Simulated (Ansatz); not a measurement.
Reactions of `O=BO`.

Gas-phase electronic energies from Ansatz, PBE0-D4/def2-TZVP geometries. CCSD(T)/CBS is frozen-core, at the limit of the def2 triple- and quadruple-zeta sets. Functionals use def2-TZVPP. No spin–orbit coupling; open shells (•) take unrestricted orbitals. Spin–orbit coupling would lower the free atoms: a little for B, O. One conformer a species, not always the lowest.

```
                    reaction  ωB97M-V (kcal/mol)  B97M-V (kcal/mol)
`O=BO` + HCl → `O=BCl` + H₂O                 7.0                6.8
     `O=BO` → B• + H• + 2 O•               449.8              448.7
 `O=BO` → `[B]=O`• + `[OH]`•               148.9              147.3
 `O=BO` + H–F → `O=BF` + H₂O                -1.0               -2.0
```

Task: Give the CCSD(T)/CBS values in the same order. (Estimate.)

Result: Computed: 5.9, 446.6, 145.8, -1.0 kcal/mol.

Largest T1 diagnostic: 0.029, for `[B]=O`•, so its coupled-cluster energy is less sure.
